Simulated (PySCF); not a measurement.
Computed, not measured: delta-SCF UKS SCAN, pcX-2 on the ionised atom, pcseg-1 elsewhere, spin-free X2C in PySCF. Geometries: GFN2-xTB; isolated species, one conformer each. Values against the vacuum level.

Problem. Order these sites by rising C 1s binding energy.
A. C2 in `[O:1]=[C:2]([F:3])[CH2:4][CH2:5][F:6]`
B. C2 in `[F:1]/[CH:2]=[CH:3]/[O:4][CH2:5][F:6]`
C. C3 in `[CH3:1][O:2][c:3]1[n:4][n:5][cH:6][o:7]1`
D. C2 in `[SiH3:1][c:2]1[cH:3][p-:4][cH:5][p:6]1`

Solution. D (284.58 eV), B (292.88 eV), C (294.92 eV), A (296.48 eV).

From the lowest up, the atoms are bonded to: C (aromatic in the SMILES), P (aromatic in the SMILES) and Si in a species of charge -1 (284.58); F, C (double bond) and H (292.88); O (aromatic in the SMILES), O and N (aromatic in the SMILES) (294.92); F, O (double bond) and C (296.48).

Problem. Rank by computed O 1s binding energy, lowest first.
A. Oxygen in `CO/C(F)=C\F`
B. Oxygen in `O=C(F)CCF`
C. O2 in `[O:1]=[O+:2][O-:3]`
D. O2 in `[CH3:1][O:2][c:3]1[n:4][n:5][cH:6][o:7]1`

Solution. B (539.41 eV), A (539.94 eV), D (540.38 eV), C (547.16 eV).

From the lowest up, the atoms are bonded to: C (double bond) (539.41); 2 C (539.94); 2 C (540.38); 2 O (547.16).

Problem. Rank by computed F 1s binding energy, lowest first.
A. F4 in `[CH3:1][O:2]/[C:3]([F:4])=[CH:5]\[F:6]`
B. F6 in `[O:1]=[C:2]([F:3])[CH2:4][CH2:5][F:6]`
C. F6 in `[F:1]/[CH:2]=[CH:3]/[O:4][CH2:5][F:6]`

Solution. B (693.04 eV), C (693.43 eV), A (693.76 eV).

The highest is bonded to C, the lowest to C; the range is 0.72 eV.

The basis sets have no added diffuse functions, a weakness for anions.
